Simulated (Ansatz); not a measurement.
Worked example: correlation energy of H₃Si–Si, doublet

Geometry: displaced at random from a stationary point.

```xyz
5

Si    0.0867   -0.0005    1.0920
Si   -0.0761    0.0078   -1.2644
H     0.5621    1.1816    1.7671
H    -1.3997   -0.0799    1.3555
H     0.5421   -1.3052    1.6824
```

Basis cc-pVDZ; Ansatz 0.2.0. Correlated methods freeze the noble-gas cores, which leaves 11 electrons in 41 orbitals. R marks a restricted (for open shells ROHF) determinant, U an unrestricted one.

Full CI isn't at hand for all of this; UCCSDT(Q) serves as the reference, and is uncertain by about the last step of the cluster series.

Unrestricted rows (U) aren't spin-pure: their determinants' ⟨S²⟩ exceeds S(S+1) by up to 0.17, so they mix in states of higher spin.

The cluster runs stand on a determinant 0.01 eV above the lowest UHF solution, chosen by trial CCSD; the correlation energy below is counted from it.

Runs differ by some tens of microhartree through their thresholds and, for an open shell, their frozen cores, so steps under 0.03 kcal/mol mean nothing.

```csv
level,total energy (hartree)
UHF determinant under the cluster runs,-579.523783
UMP2,-579.685132
UCCSD,-579.732690
UCCSD(T),-579.738386
UCCSDT,-579.739717
UCCSDT(Q),-579.740004
```

What is the correlation energy at UCCSDT(Q), and what share of it do UMP2 and UCCSD recover?

E(corr) = -579.740004 − (-579.523783) = -0.216221 hartree = -5.884 eV. UMP2: -0.161349 / -0.216221 = 74.62 %. UCCSD: -0.208907 / -0.216221 = 96.62 %.

By how many kcal/mol does UCCSD(T) miss UCCSDT(Q) (1 hartree = 627.509 kcal/mol), and which steps make up the rest?

-579.738386 − (-579.740004) = 0.001618 hartree = 1.02 kcal/mol. Steps: UCCSDT − UCCSD(T) = -0.84, UCCSDT(Q) − UCCSDT = -0.18 kcal/mol. Differences between like states or geometries often cancel part of this.
